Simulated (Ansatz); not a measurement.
Ideal-gas functions of `[NH2][Mg][F]` at 600 K and 1 bar, from an Ansatz frequency run at PBE0-D4/def2-TZVP.

Molar mass 59.33 g/mol, point group C2v (symmetry number 2), electronic degeneracy 1, moments of inertia 1.331, 120.083, 121.414 u Å². Harmonic wavenumbers (cm⁻¹, unscaled): 143, 156, 280, 542, 559, 845, 1557, 3589, 3670.

Use S(trans) = R[1.5 ln M + 2.5 ln T − 1.1517]; rotational temperatures θ = 24.2544 K / I; S(rot) = R[ln(√π/σ · √(T³/θAθBθC)) + 1.5]; for each mode x = 1.438777 ν̃/T, S = R[x/(eˣ − 1) − ln(1 − e⁻ˣ)] and H = RT x/(eˣ − 1); 1 cm⁻¹ = 0.0119627 kJ/mol; R = 8.31446 J/(mol·K).

Problem. By hand: the entropy, in J/(mol·K).

Solution. Translation 174.3. Rotation: θ = 18.2227, 0.202, 0.1998 K, giving 92.5. Vibration, mode by mode: 17.25, 16.54, 11.78, 6.70, 6.47, 3.73, 0.96, 0.01, 0.01, in all 63.5. Electronic 0.0. Sum 330.3 J/(mol·K).

Problem. By hand: H − E and G − E in kJ/mol, counted from the electronic energy.

Solution. Zero-point energy ½ × 11341 × 0.0119627 = 67.8; thermal vibration 18.6; translation, rotation and pV give 4 RT = 20.0. H − E = 106.4 kJ/mol, and G − E = 106.4 − 600 × 330.3/1000 = -91.8 kJ/mol.

Vibration gives 19 % of the entropy, 17.3 J/(mol·K) of it from the mode under 150 cm⁻¹: soft modes count most, and the harmonic formula is weakest for them. The sum counts one conformer and one mirror image; others add a mixing term.
